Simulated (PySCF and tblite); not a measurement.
Values are calculated unless marked as measured or tabulated.
System: C₅H₈O, numbered as in [CH2:1]=[C:2]([CH3:3])[C:4]([CH3:5])=[O:6].

For the rotation about the C2–C4 bond (torsion C1–C2–C4–C5 from 180° to 360°, rising): electronic barrier 4.27 kcal/mol, zero-point change -0.47 kcal/mol, thermal and entropy terms at 250 K a further 0.18 kcal/mol (symmetry numbers apart). The minimum is Cs, the saddle C1. The path came from a restrained scan, a climbing-image band and a saddle search at GFN2-xTB; energies are PBE0/pcSseg-1 + D3(BJ)//PBE0-D3(BJ)/def2-SVP, thermal terms GFN2-xTB. Rate constants are transition-state-theory values, counting equivalent paths, without tunnelling. Programs: tblite and PySCF.

**Question.** How many equivalent paths lead out of the minimum?

**Answer.** 2: the symmetry number of the minimum is 1, that of the saddle displaced along its mode 1, and the displaced saddle is chiral while the minimum is not, which doubles the count.

**Question.** Work out the rate at 250 K.

**Answer.** ΔG‡ = 3.98 kcal/mol; k_B T/h = 5.2×10¹² s⁻¹; exp(−ΔG‡/RT) = 0.00033; times 2 gives k = 3.5×10⁹ s⁻¹. Wigner's tunnelling factor for the 57i cm⁻¹ mode would be 1.00.
